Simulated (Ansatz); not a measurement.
System: diamond. Method: HSE06 (PAW; Ansatz, a program for electronic structure).

Settings: plane-wave cutoff 460 eV, 12×12×12 k mesh, Fermi–Dirac smearing 0.01 eV, scalar-relativistic PAW data made under PBE.

Pressure at four volumes; x = ln(V/5.581 Å³). One pressure is withheld.

| V (Å³/atom) | x | P (GPa) |
|---|---|---|
| 5.292 | -0.0532 | 26.51 |
| 5.581 | 0.0000 | -0.84 |
| 5.710 | 0.0229 | -11.04 |
| 5.849 | 0.0469 | ? |

Question: Pass a parabola P(x) through the three rows shown, estimate the bulk modulus and its pressure derivative near zero pressure, and predict the withheld pressure.

Answer: Slopes between the rows: (-0.84 − (26.51))/(0.0000 − (-0.0532)) = -514.10 and (-11.04 − (-0.84))/(0.0229 − (0.0000)) = -445.41 GPa. Their difference over the span 0.0761 is c = 68.69/0.0761 = 902.6 GPa, so P(x) = 26.51 + (-514.10)(x − (-0.0532)) + 902.6 (x − (-0.0532))(x − (0.0000)). At the middle row B = −dP/dx = −[-514.10 + 902.6 × 0.0532] = 466.1 GPa, and B′ = dB/dP = 2c/B = 3.9. At x = 0.0469 the parabola gives -20.71 GPa; the run gives -20.94 GPa. The Birch–Murnaghan fit to the energies at all volumes has B0 = 470 GPa and B′ = 3.6.

Measured, for comparison: bulk modulus 455 GPa (0 K value with the zero-point phonon effect removed; as tabulated in Mejia-Rodriguez and Trickey (2018), arXiv:1807.09216). Computed (rounded) less measured: bulk modulus +3 %.
